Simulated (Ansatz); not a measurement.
Elements on the sites of an ideal fcc lattice, at a guessed lattice constant:

```xyz
12
Lattice="-3.9791 -3.9791 0.0000 0.0000 3.9791 3.9791 -3.9791 3.9791 -3.9791" Properties=species:S:1:pos:R:3 pbc="T T T"
Li   -1.9895    1.9895    0.0000
Li   -1.9895    3.9790    1.9895
Be   -5.9686    0.0000   -1.9895
Be   -3.9791    0.0000    0.0000
Be   -5.9686    1.9896    0.0000
Be   -3.9791    1.9895    1.9895
Sc   -1.9895   -1.9895    0.0000
Sc    0.0000    0.0000    0.0000
Sc   -1.9895    0.0000    1.9895
Cu   -3.9791    1.9896   -1.9895
Cu   -3.9791    3.9791    0.0000
Ga    0.0000    1.9895    1.9895
```

Cell and atoms were relaxed without symmetry on coarser meshes and computed once more. Method: Ansatz 0.2.0, DFT PBE, scalar-relativistic, plane waves, PAW.

Settings: cutoff 420 eV, Γ-centred mesh 6×8×6 on the computed 12-atom cell, Gaussian smearing of 0.10 eV; no spin polarisation.

The relaxation ran on 3×3×2 (shifted) and then 3×4×5 k points with a smearing of 0.1 eV, from sites shaken by 0.02 Å.

What does the relaxation give?

A volume of 14.67 Å³/atom and no gap on the mesh. It lies 0.07 eV/atom below the elements' standard states (static lattices, no corrections for gases). The atoms leave their sites by 0.86 Å (root mean square) and 1.17 Å at most, and the cell stretches by up to 35.5 % at fixed volume, so the lattice hasn't survived.

```
CELL_PARAMETERS angstrom
-5.08858 -4.47708 0.61433
-0.25938 4.11080 4.36952
-2.65551 2.65955 -2.65878
ATOMIC_POSITIONS crystal
Li 0.10851 0.27763 0.50025
Li 0.09890 0.77760 0.50019
Be 0.77694 0.30089 0.74716
Be 0.77688 0.30094 0.25254
Be 0.72176 0.60763 0.49965
Be 0.70785 0.96596 0.49981
Sc 0.43926 0.94354 0.99940
Sc 0.91927 0.95744 0.00007
Sc 0.48210 0.45815 0.99929
Cu 0.47033 0.20518 0.49941
Cu 0.40758 0.65897 0.49891
Ga 0.08109 0.53747 0.00030
```

Cost: 2 runs of about 27 core-minutes in all (earlier runs that led there not counted), on Intel Xeon Processor @ 2.50GHz (Skylake/Cascade Lake) (shared hosts).